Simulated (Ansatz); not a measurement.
The cluster Li2H2⁺, relaxed as a doublet with UKS PBE-D4/def2-TZVP in Ansatz, starting from the GFN2-xTB geometry. Force threshold 0.02 eV/Å.

The structure comes from a short search, and lower isomers may exist.

Start:

Cartesian coordinates in Å:
```
Li 0.8689 -0.9833 0.3904
Li -1.5418 1.2851 0.2740
H -0.4599 0.1522 0.4450
H 1.1329 -0.4540 -1.1094
```

| step | energy (eV) | largest force component (eV/Å) | SCF passes |
| --- | --- | --- | --- |
| 1 | -432.3933 | 0.740 | 22 |
| 2 | -432.6120 | 0.273 | 24 |
| 3 | -432.6916 | 0.229 | 23 |
| 4 | -432.7572 | 0.228 | 25 |
| 5 | -432.8325 | 0.233 | 27 |
| 6 (rejected) | -432.8231 | 1.006 | 27 |
| 7 | -432.8666 | 0.228 | 24 |
| 8 | -432.9130 | 0.282 | 29 |
| 9 | -432.9924 | 0.805 | 26 |
| 10 | -433.0879 | 0.153 | 25 |
| 11 | -433.1310 | 0.876 | 25 |
| 13 | -433.3547 | 0.224 | 24 |
| 15 | -433.5064 | 0.129 | 23 |
| 17 | -433.5859 | 0.384 | 23 |
| 19 | -433.6526 | 0.392 | 23 |
| 21 | -433.6708 | 0.165 | 22 |
| 23 | -433.6881 | 0.068 | 24 |
| 25 | -433.6995 | 0.016 | 23 |
| 27 | -433.7042 | 0.033 | 23 |
| 29 | -433.7077 | 0.178 | 23 |
| 31 | -433.7088 | 0.002 | 17 |
| 32 | -433.7089 | 0.007 | 19 |

Force components are those of the run's own axes.

End:

```xyz
4

Li   -0.214    0.110    0.163
Li   -2.800    1.518    2.003
H     1.420   -0.585   -1.372
H     1.594   -1.043   -0.794
```

Bonds lost: Li1–H3, Li1–H4, Li2–H3 (atoms count from 1). The end holds 3 separate pieces.

The force fell under the threshold at step 25, but the optimiser went on and released 0.009 eV more. No frequencies were taken in this run, so the end may be a saddle point.

It took 9 s on 4 threads of Arm Neoverse V1 on a shared host.
